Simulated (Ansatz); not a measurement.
Pb₃O₄ (P4₂/mbc, No. 135), treated with r²SCAN+rVV10 (Ansatz, a program for electronic structure, plane waves, PAW).

Run with plane-wave cutoff 560 eV, 4×4×6 k mesh (along the axes of the cell as run), Fermi–Dirac smearing 0.01 eV, scalar-relativistic PAW data made under PBE.

Cell (relaxed at this level):

Space group P4₂/mbc (No. 135); a = b = 8.8155 Å, c = 6.5951 Å, α = β = γ = 90.00°

| atom | site | symmetry | x | y | z |
|---|---|---|---|---|---|
| Pb | 4d | 2.22 | 0.0000 | 0.5000 | 0.2500 |
| Pb | 8h | m.. | 0.1434 | 0.1613 | 0.0000 |
| O | 8g | ..2 | 0.1721 | 0.3279 | 0.2500 |
| O | 8h | m.. | 0.4059 | 0.1365 | 0.0000 |

Estimate the band gap and smallest direct gap on the k points sampled that the calculation returns.


band gap: 1.51 eV
smallest direct gap on the k points sampled: 1.61 eV

Spin–orbit coupling is not included; with these elements it can move the gap by several tenths of an eV or more.

Computed values are for the static lattice.

Cost on a shared machine: very roughly 5 core-minutes.
